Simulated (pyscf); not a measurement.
H₂Ga–AsH–AsH₂ (SMILES [GaH2][AsH][AsH2]) + H₂ (SMILES [H][H]) → H₂As–AsH₂ (SMILES [AsH2][AsH2]) + GaH₃ (SMILES [GaH3]), a four-centre exchange (singlet surface; As–Ga, H–H broken, As–H, Ga–H formed). Single points on ωB97X-D3(BJ)/def2-SVP structures (PySCF, gas phase). Energies in kcal/mol from the separated reactants.

Small-basis levels: PySCF, no dispersion term, spherical d functions. AM1 to PM7: differences of heats of formation from MOPAC, which are fitted to 298 K values and so differ in kind from electronic energies by zero-point and thermal terms. Cost: rough CPU time at the saddle relative to B3LYP/6-31G*+LANL2DZ, from one job on a shared machine.

```csv
level,barrier,reaction energy,cost
HF/STO-3G,49.6,+10.4,0.2
HF/3-21G,41.2,+4.9,0.3
HF/6-31G*+LANL2DZ,42.6,-0.1,0.1
MP2/6-31G*+LANL2DZ,37.6,+7.9,0.1
BP86/6-31G*+LANL2DZ,25.6,+9.7,1
B3LYP/STO-3G,30.2,+14.9,3
B3LYP/3-21G,28.1,+12.8,2
B3LYP/6-31G*+LANL2DZ,29.2,+5.1,1
B3LYP/6-311+G**+LANL2DZ,25.4,+2.6,1
AM1,25.0,+56.6,under 0.02
PM3,29.6,+34.0,under 0.02
PM6,54.4,+38.0,under 0.02
ωB97M-D3(BJ)/def2-TZVP,29.6,+12.6,–
```

Against the last row the barrier runs from -4.5 (AM1) to +24.8 kcal/mol (PM6). At AM1, PM3 this geometry lies under one side, so the entry may be no barrier of that level: it is a single point on another level's saddle. ωB97M-D3(BJ)/def2-TZVP has limits of its own. On the product side the descent ends in a complex, 5.9 kcal/mol under the separated species and 17.9 kcal/mol under the saddle at ωB97X-D3(BJ)/def2-TZVP. At the saddle there is also a short Ga–H contact that neither side keeps. At ωB97X-D3(BJ)/def2-TZVP the barrier from the zero used here is 32.4 kcal/mol. H₂Ga–AsH–AsH₂ is closed by a dative As–Ga contact. This is the saddle that the search found; another between the same sides may lie lower. In the def2 sets elements up to Kr have no core potential.
